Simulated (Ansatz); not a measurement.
Rock-salt GdN was calculated with rVV10 in Ansatz (plane waves, PAW).

Run with plane-wave cutoff 520 eV, 12×12×12 k mesh, Fermi–Dirac smearing 0.01 eV, spin-polarised with parallel moments, scalar-relativistic PAW data made under PBE.

Cell (relaxed at this level):

```
GdN
1.0
    0.00000     2.50424     2.50424
    2.50424     0.00000     2.50424
    2.50424     2.50424     0.00000
Gd N
1 1
Direct
  0.00000   0.00000   0.00000
  0.50000   0.50000   0.50000
```
Starting moments (μB, in the order of the record's atoms Gd N): 7.0 0.0.

Question: Predict the bulk modulus B0, magnetic moment (largest site, within a sphere) and pressure derivative B′ of the bulk modulus.

Answer: 
bulk modulus B0: 148 GPa
magnetic moment (largest site, within a sphere): 6.86 μB
pressure derivative B′ of the bulk modulus: 4.0

The run finds no gap.

Measured, for comparison: bulk modulus 192 ± 35 GPa (temperature not stated, no zero-point or thermal correction; as tabulated in Doll (2008), arXiv:0801.3152). Computed (rounded) less measured: bulk modulus -23 %.

Note: the 4f shell is treated without U or exact exchange, so its levels and filling can be wrong.

Moments are spin moments.

Spin–orbit coupling is not included; it can open a gap where bands touch, and shift volumes and moduli.

The computed numbers hold no vibrational or temperature effects.

Cost on a shared machine: about 2.5 core-minutes (a rough figure).

Ansatz is a first-principles code.
